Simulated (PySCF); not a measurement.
Compound: C4H2FO (doublet state).
Structure used (GFN2-xTB), in Å, numbered top down from 1:
```xyz
8
C4H2FO angstrom
C      1.456   -0.109   -0.214
C      0.131   -0.033   -0.028
C     -1.099   -0.571    0.342
F     -1.776   -1.706    0.270
C     -1.115    0.798    0.094
O     -1.607    1.884    0.037
H      2.019   -0.964    0.125
H      2.001    0.709   -0.651
```

The species is `[CH2]c1c(F)c1=O` [radical].

Theory: UKS B3LYP, pcH-1 on C F H O, non-relativistic, mean-field spin-orbit, GIAO (PySCF 2.14.0). Isolated species at its GFN2-xTB geometry, gas phase. Couplings are sensitive to structure, and on GFN2-xTB geometries they can be far from those on DFT ones. The frame is twisted about the C1–C2 bond at this geometry (dihedral H7–C1–C2–C3 = -9°); couplings at other torsion angles weren't computed. The SCF solution wasn't tested for stability.

Q: Break the g tensor into its mass correction, gauge correction and orbital-Zeeman/spin–orbit terms.

A: 
```csv
Δg (ppm),1,2,3
relativistic mass correction,-196,-196,-196
gauge correction,7,33,40
orbital Zeeman/spin–orbit,504,1647,3213
total,314,1485,3058
```

So g = 2.00263, 2.00380, 2.00538 and g_iso = 2.00394; the tensor is rhombic: the two nearest values differ by 43 % of g3 − g1. Axes: g3 points within 9° of the C3–C5 bond.

Q: What effective moment and Curie constant follow for a powder?

A: With the mean of g² = 4.0158 and S(S+1) = 0.75: μ_eff = √(⟨g²⟩S(S+1)) = 1.735 μB and χT = 0.12505·⟨g²⟩·S(S+1) = 0.377 cm³ K/mol (cgs; spin-Hamiltonian part alone).

Q: At 9.799 GHz, how far is the centre of the isotropic spectrum from where a free electron (g = 2.002319) resonates?

A: B = hν/(g μB) with μB/h = 13.99624 MHz/mT gives 349.65 mT for the free electron and 349.37 mT at g_iso, 0.28 mT lower.

Q: In a frozen sample, at which fields do the three g values resonate at 9.5, 34, 94 and 263 GHz (hyperfine left aside), and which band first spreads them over more than twice a line width of 0.3 mT?

A: 
```csv
band,GHz,B(g3) mT,B(g2) mT,B(g1) mT,spread mT
X,9.5,338.47,338.73,338.93,0.46
Q,34.0,1211.35,1212.31,1213.01,1.66
W,94.0,3349.04,3351.67,3353.63,4.59
J,263.0,9370.19,9377.54,9383.02,12.84
```

The spread grows in proportion to the frequency. Q band is the first where it exceeds 0.6 mT.

Largest spin populations (Mulliken): C1 (+0.68), C3 (+0.34), C2 (-0.17) and O6 (+0.16). Three atoms exceed +0.15. The positive populations add up to 1.22 and the negative ones to -0.22, together 2S = 1. The angles at C1 add up to 359.9°, so it is planar; its axial dipolar tensor and the negative couplings of its protons fit spin in a p orbital normal to that plane.

The HOMO–LUMO gaps are 5.80 eV among the α and 3.36 eV among the β orbitals.
